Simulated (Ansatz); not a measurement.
Strength of the O–C bond: C3H6O3 → C2H3O2 + CH3O

Species: C3H6O3 (dimethyl carbonate) `COC(=O)OC`, singlet; C2H3O2 `CO[C]=O`, doublet; CH3O `C[O]`, doublet. 

Shapes, held fixed at every level: PBE0-D4/def2-TZVP. Flexible molecules stand in one conformer, not always the lowest. Programs: Ansatz 0.2.0. The zero-point and thermal change to 298 K, harmonic and unscaled (PBE0-D4/def2-TZVP), is -22.0 kJ/mol.

| level | kind | ΔH(298 K) (kJ/mol) | less CCSD(T)/CBS estimate |
| --- | --- | --- | --- |
| HF/def2-SVP | Hartree–Fock | +312.7 | -120.5 |
| SPW92/def2-TZVPP | LDA | +492.3 | +59.1 |
| PBE-D4/def2-TZVPP | GGA | +406.1 | -27.1 |
| BHLYP-D4/def2-TZVPP | global hybrid | +396.6 | -36.6 |
| r2SCAN0-D4/def2-TZVPP | global hybrid | +400.7 | -32.5 |
| wB97M-V/def2-TZVPP | range-separated hybrid | +426.8 | -6.4 |
| MP2/def2-SVP | perturbation theory | +453.5 | +20.3 |
| CCSD(T)/CBS estimate | coupled cluster or CI | +433.2 | 0.0 |

The highest level, CCSD(T)/CBS estimate, gives ΔH(298 K) = +433.2 kJ/mol; the levels span +312.7 to +492.3. The column of differences is taken from that level and isn't an error. Hartree–Fock misses the correlation of the pair that is broken and comes out low. No measured value is set beside it here. Open shells run unrestricted unless RO is named. The CBS estimate extrapolates MP2 from def2-TZVPP and def2-QZVPP and adds CCSD(T) − MP2 in the triple-zeta set, cores frozen.
